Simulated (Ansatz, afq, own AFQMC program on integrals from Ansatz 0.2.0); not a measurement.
Integrals from Ansatz 0.2.0, then the random walk in our own AFQMC program (afq).

```yaml
crystal:
  periodic: [false, false, false]
  atoms:
    - {symbol: Ti, position_ang: [0.000000, 0.000000, 0.000000]}
    - {symbol: S, position_ang: [0.000000, 0.000000, 2.005145]}
basis:
  gaussian: {orbitals: def2-SVP}
magnetization: {spin_polarized: false, initial_magnetization: 2}
correlation: {method: ccsd_t, electrons: outside_noble_gas, hamiltonian_folder: ham}
```

```sh
$ ansatz run in.yaml --threads 1 --pin off --events-out ev --progress --plain --max-ram 24576MiB --backend cuda --devices 0, --max-vram 18GiB
```

Options of the walk:

```
--method phaseless --trial cisd --walkers 4000 --populations 20 --least-time 60 --time-step 0.005 --steps-per-block 50 --equilibration-blocks 40 --max-blocks 4000 --target-error 0.00019 --factor-cut 1e-05 --start spin_pure --seed 1754 --release-times 0.24,0.6,1.2,2,3,4.2 --release-step 0.04 --release-every 3 --taylor-order 6
```

Times are imaginary, in 1/Eh. The walk had a cap of 171 s. With eight or more populations the least sampling time is a fifth of least-time, and the error comes from their spread.

Output of the walk:

```
orbitals 35  electrons 6 4  factors 300 of 508
reference energy -1245.69297718 Eh
CCSD correlation -0.21523279 Eh in 17 cycles, weight of the determinant in the CISD state 0.8101
energy of the start -1245.908210 Eh
 block  time / (1/Eh)  mean weight  energy / Eh
     1     0.250  1.0000  -1245.907273
     2     0.500  1.0003  -1245.910299
     3     0.750  0.9999  -1245.913284
     4     1.000  0.9999  -1245.915993
     5     1.250  1.0000  -1245.918459
     8     2.000  1.0002  -1245.923505
    15     3.750  1.0000  -1245.926396
    36     9.000  1.0000  -1245.928497
    57    14.250  1.0002  -1245.925555
    78    19.500  0.9999  -1245.926741
    99    24.750  1.0002  -1245.927989
   120    30.000  1.0000  -1245.928154
   141    35.250  0.9998  -1245.926146
   148    37.000  1.0000  -1245.924482
   162    40.500  0.9997  -1245.926157
   183    45.750  1.0004  -1245.926211
   204    51.000  1.0003  -1245.928826
   218    54.500  1.0001  -1245.930354
   225    56.250  0.9998  -1245.926317
   246    61.500  1.0001  -1245.926157
   267    66.750  1.0002  -1245.926909
   288    72.000  1.0000  -1245.925153
   295    73.750  0.9999  -1245.928192
error from the spread of 20 populations
released: time / (1/Eh)  energy / Eh  error  mean overlap
  0.24  -1245.927551  0.000208  0.9988
  0.60  -1245.928410  0.000332  0.9987
  1.20  -1245.928862  0.000170  0.9994
  2.00  -1245.928943  0.000223  0.9957
  3.00  -1245.928846  0.000410  0.9956
  4.20  -1245.928382  0.000757  0.9974
energy -1245.927041 +/- 0.000205 Eh
(rows thinned)
```

The run passed its tests (sampling time, drift between the halves within three errors, error under three times the target), which doesn't prove that it has relaxed, ending at its cap on processor time.

Against this walk (error 5.6 meV) on the same determinant: CCSD(T) 9.8 meV lower (within the noise), CCSDT(Q) 36.7 meV lower. The error is statistical and leaves out the bias of the constraint. Released to 3.00 1/Eh the energy lies 49 ± 12 meV (both errors) below the phaseless value, which shows part or all of the bias of the constraint, and CCSDT(Q) lies 12.4 meV above the released value. CCSDT(Q) is the surest value here, so the walk's 37 meV above it is most likely the bias of the constraint with this trial, which can have either sign.

Cautions: constraint bias not in the error; error above the target (5.6 against 5.2 meV); no relativity below Rb; outer-core shells of the metal frozen; higher spins were not checked; a spin-contaminated unrestricted determinant lies lower (UHF 330 meV lower, ⟨S²⟩ 2.25); strong correlation (T1 0.068, weight of the determinant 0.81, largest double 0.07); (T) is large, 9 % of the CCSD correlation; CCSDT(Q) on the UHF determinant differs (155 meV lower), so the two series follow different states.

The walk took 2.9 min on 1 × NVIDIA H100 80GB HBM3 with 2 threads of AMD EPYC 7R13 Processor (Zen 3), on a shared host (the card was shared). The log's last line is the phaseless energy.

CCSDT and higher add their correlation energy to the determinant of the CCSD(T) run, since their own runs factorise the integrals more tightly (a shift of under 2 meV). A walk keeps the symmetry of its determinant, which the program's search chose and which needn't be the lowest solution, so a lower state of the same spin and another symmetry isn't excluded.
